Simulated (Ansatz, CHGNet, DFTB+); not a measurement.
# hcp Tc, cohesive energy

Reference value: 7.17 eV/atom (measured, finite-temperature (and zero-point) corrections as in the cited sets, our sources range from 6.88 to 7.17; as tabulated in Jana et al. (2018), arXiv:1807.00350).

```
level (code)                   value (eV/atom)  cell (Å³/atom)  error (eV/atom)
-----------------------------  ---------------  --------------  ---------------
GFN1-xTB as cut by DFTB+                  9.70           16.09            +2.53
CHGNet-r²SCAN                             4.86           14.31            -2.31
LDA (Ansatz)                              8.80           13.77            +1.63
PBE (Ansatz)                              6.91           14.44            -0.26
PBEsol (Ansatz)                           7.85           14.00            +0.68
r²SCAN (Ansatz)                           6.26           14.20            -0.91
B3LYP (VWN-RPA form) (Ansatz)             4.99           14.48            -2.18
HSE06 (Ansatz)                            5.57           13.91            -1.60
PBE0 (Ansatz)                             5.49           13.92            -1.68
```

Leaving aside GFN1-xTB as cut by DFTB+ (doubt noted below), CHGNet-r²SCAN (doubt noted below), B3LYP (VWN-RPA form) (doubt noted below), HSE06 (doubt noted below), PBE0 (doubt noted below): The levels aren't ranked against this reference (sources at odds).

Free atoms are spin-polarised, in the lowest state found; at levels without +SOC their spin–orbit coupling is left out.  GFN1-xTB as cut by DFTB+: the free atoms are run in the same model without spin. GFN1-xTB as cut by DFTB+: the method was fitted mainly to molecules. GFN1-xTB as cut by DFTB+: codes differ in how they cut the long-range tail of xTB's charge interaction in a crystal, so the value belongs to this code. CHGNet-r²SCAN: free atoms can lie outside what these potentials were trained on. B3LYP (VWN-RPA form), HSE06, PBE0: the free atom's electronic state is in doubt. Each level is taken at its own relaxed cell. Cutoffs and k meshes differ between the levels. Ansatz's density-functional and Hartree–Fock values are scalar-relativistic unless marked +SOC, with PAW data made under PBE.

Machine-learned potentials (CHGNet-r²SCAN) are trained on DFT data: a solid inside that data is no test of them.

Differences are worked out from the printed values.

Ansatz is an electronic-structure program.
